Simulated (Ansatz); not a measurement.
# H2OSi: the cost of one run

Computed with Ansatz 0.2.0 through its Python package. Level of theory: MP2/def2-SVPD.

**1. The structure**

Bond lengths: O1–Si2 1.504 Å, Si2–H3 1.456 Å, Si2–H4 1.456 Å. Angles: O1–Si2–H3 124.8°, O1–Si2–H4 124.9°, H3–Si2–H4 110.3°.

The script holds or builds the structure itself.

**2. Script**

File dimer_h2osi.py:

```python
# -*- coding: utf-8 -*-
"""Interaction energy of two H2OSi molecules, with the counterpoise correction."""

from dataclasses import dataclass

import ansatz as az


@dataclass
class Settings:
    basis: str = "def2-SVPD"
    method: str = "mp2"


settings = Settings()

FIRST = [
    ("O", (-0.2815, 0.4109, 1.4616)),
    ("Si", (-0.0075, 0.0109, 0.0379)),
    ("H", (0.4307, -1.312, -0.3845)),
    ("H", (-0.1417, 0.8902, -1.1151)),
]
SECOND = [
    ("O", (-1.7562, -1.6384, -2.1808)),
    ("Si", (-3.1083, -1.2464, -2.7098)),
    ("H", (-4.3784, -1.6124, -2.0986)),
    ("H", (-3.3355, -0.4474, -3.9059)),
]

def energy(atoms, ghosts=()):
    molecule = az.Crystal.molecule()
    for symbol, xyz in atoms:
        molecule = molecule.atom(symbol, xyz)
    calc = (
        molecule.calculation()
        .basis(gaussian=settings.basis)
        .correlation(settings.method)
    )
    deck = calc.input()
    if ghosts:
        deck = deck.set(az.key.basis.gaussian.ghost_atoms, [{"symbol": s, "position_ang": list(xyz)} for s, xyz in ghosts])
    return az.Session.from_dict(deck).plan().execute().report["free_energy_ev"]


def main():
    # ghost atoms carry the functions of the partner
    both = energy(FIRST + SECOND)
    alone = energy(FIRST) + energy(SECOND)
    ghosted = energy(FIRST, SECOND) + energy(SECOND, FIRST)
    print(f"dimer {both:.6f} eV")
    print(f"interaction, uncorrected   {(both - alone):8.3f} eV")
    print(f"interaction, counterpoise  {(both - ghosted):8.3f} eV")
    print(f"basis-set superposition    {(alone - ghosted):8.3f} eV")


if __name__ == "__main__":
    main()
```

**3. The calls as engine input**

The engine receives this input (first run):

```yaml
crystal:
  periodic: [false, false, false]
  atoms:
    - { symbol: O, position_ang: [-0.2815, 0.4109, 1.4616] }
    - { symbol: Si, position_ang: [-0.0075, 0.0109, 0.0379] }
    - { symbol: H, position_ang: [0.4307, -1.312, -0.3845] }
    - { symbol: H, position_ang: [-0.1417, 0.8902, -1.1151] }
    - { symbol: O, position_ang: [-1.7562, -1.6384, -2.1808] }
    - { symbol: Si, position_ang: [-3.1083, -1.2464, -2.7098] }
    - { symbol: H, position_ang: [-4.3784, -1.6124, -2.0986] }
    - { symbol: H, position_ang: [-3.3355, -0.4474, -3.9059] }
basis:
  gaussian:
    orbitals: def2-SVPD
correlation:
  method: mp2
```

**4. Running it**

The run is started by

```
$ python dimer_h2osi.py
```

Q: Estimate wall time and peak memory on 1 thread of Intel Xeon Platinum 8259CL at 2.50GHz (Skylake/Cascade Lake), shared host.

About 8.5 s, with a peak of 0.3 GiB.
